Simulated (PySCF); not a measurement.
## Molecular orbitals of LiO

UHF at R = 1.708 Å; Li aug-cc-pVDZ, O aug-cc-pVDZ; no relativity (PySCF 2.14). State: ²Π (doublet), unpaired electrons π ↑. Only the outer orbitals are listed, counted within each symmetry.

| spin | orbital | occ. | ε (eV) | on Li (%) | main shells (%) |
| --- | --- | --- | --- | --- | --- |
| α | 3σ | 1 | -32.07 | 5 | 95 O s |
| α | 1π | 1 | -13.45 | 2 | 98 O p |
| α | 4σ | 1 | -11.58 | 7 | 91 O p |
| α | 1π | 1 | -10.96 | 4 | 96 O p |
| α | 5σ | 0 | -0.33 | 103 | 74 Li s, 29 Li p |
| α | 2π | 0 | 0.33 | 100 | 100 Li p |
| α | 2π | 0 | 0.35 | 100 | 100 Li p |
| β | 3σ | 1 | -27.52 | 7 | 92 O s |
| β | 4σ | 1 | -10.29 | 8 | 90 O p |
| β | 1π | 1 | -9.44 | 6 | 94 O p |
| β | 5σ | 0 | -0.33 | 103 | 73 Li s, 30 Li p |
| β | 1π | 0 | 0.32 | 100 | 100 Li p |
| β | 2π | 0 | 0.35 | 100 | 100 Li p |

Question: Which are the highest filled and the lowest empty level, where do they sit, and how wide is the gap?

Answer: Highest filled β 1π at -9.44 eV (in %: 94 O p); lowest empty α 5σ at -0.33 eV (in %: 74 Li s, 29 Li p); the gap at UHF is 9.11 eV.

- bond order (Mayer): 0.72
- ⟨S²⟩: 0.759
- charge on Li (Mulliken, basis-dependent): 0.63
- charge on Li (Löwdin, basis-dependent): 0.66
- dipole moment (positive dipole means Li(−)O(+)): -6.92 D
- polarisability along the bond: 11.3 bohr³
- polarisability across the bond: 10.7 bohr³

Shares are Mulliken populations and can fall outside 0 to 100 %.

The state is the lowest determinant that a PBE0 search found; another state may lie lower at other levels.
